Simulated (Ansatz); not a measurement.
Input file:

```yaml
crystal:
  periodic: [false, false, false]
  atoms:
    - {symbol: Al, position_ang: [0.000000, -0.268786, 2.290989]}
    - {symbol: Al, position_ang: [0.000000, 0.268786, -2.290989]}
    - {symbol: H, position_ang: [0.000000, 2.002965, 3.996686]}
    - {symbol: H, position_ang: [0.000000, -2.002965, -3.996686]}
basis:
  gaussian: {orbitals: 6-31G}
correlation: {method: sc_nevpt2, electrons: all, active_space: {window: {electrons: 4, orbitals: 6}, states: [{multiplicity: 1, weights: [1, 1, 1]}], root: 1}}
output: {forces: true}
```

```sh
$ ansatz run in.yaml --threads 1 --pin off --events-out ev --progress --plain --max-ram 2393MiB
```

The program prints:

```
591 factors; integrals over basis functions are off by at most 7.9e-8 eV
mean field evaluation 1: about -13186.7564 eV, gradient 1.4e1 eV
mean field evaluation 2: about -13186.7569 eV, gradient 1.4e1 eV
mean field evaluation 4: about -13189.2424 eV, gradient 6.9e-1 eV
mean field evaluation 8: about -13189.2471 eV, gradient 2.8e-4 eV
mean field -13189.24708896 eV, -484.6958905266 hartree, gradient 4.1e-6 eV, S^2 0.000000; 0 other end points of the search recorded, 0 dependent functions left out; unrestricted orbitals would lower it
reference -13189.24708896 eV, -484.6958905266 hartree; 14, 14 occupied and 16, 16 virtual orbitals, 591 factors
state -13191.38000426 eV, -484.7742737182 hartree
state -13190.31514536 eV, -484.7351408754 hartree
state -13190.29897405 eV, -484.7345465907 hartree
state -13191.38000426 eV, -484.7742737182 hartree; corrected -13192.55767353 eV, -484.8175522656 hartree
state -13190.31514536 eV, -484.7351408754 hartree; corrected -13191.48264340 eV, -484.7780456369 hartree
state -13190.29897405 eV, -484.7345465907 hartree; corrected -13191.46389245 eV, -484.7773565523 hartree
the calculation of the forces begins
WARN: the results are in doubt because close orbitals or states may skew the forces
Total energy: -13191.48264340 eV, -484.7780456369 hartree
Atom 0 at     0.000000    -0.268786     2.290989 Å, force    -0.000000     0.486837     0.274446 eV/Å
Atom 1 at     0.000000     0.268786    -2.290989 Å, force     0.000000    -0.486837    -0.274446 eV/Å
Atom 2 at     0.000000     2.002965     3.996686 Å, force     0.000000    -0.457461    -0.319138 eV/Å
Atom 3 at     0.000000    -2.002965    -3.996686 Å, force    -0.000000     0.457461     0.319138 eV/Å
Dipole moment:     0.000000    -0.000000    -0.000000 e Å
In doubt: close orbitals or states may skew the forces
```

Natural occupations, averaged over the states: 1.4626 1.4443 0.3745 0.2923 0.2144 0.2120.

Forces (eV/Å):
```
Al   0.000  0.487  0.274
Al   0.000 -0.487 -0.274
H    0.000 -0.457 -0.319
H    0.000  0.457  0.319
```

Ran on 1 thread of Arm Neoverse V1, shared host: 1.8 s wall, 0.16 GiB peak host memory.
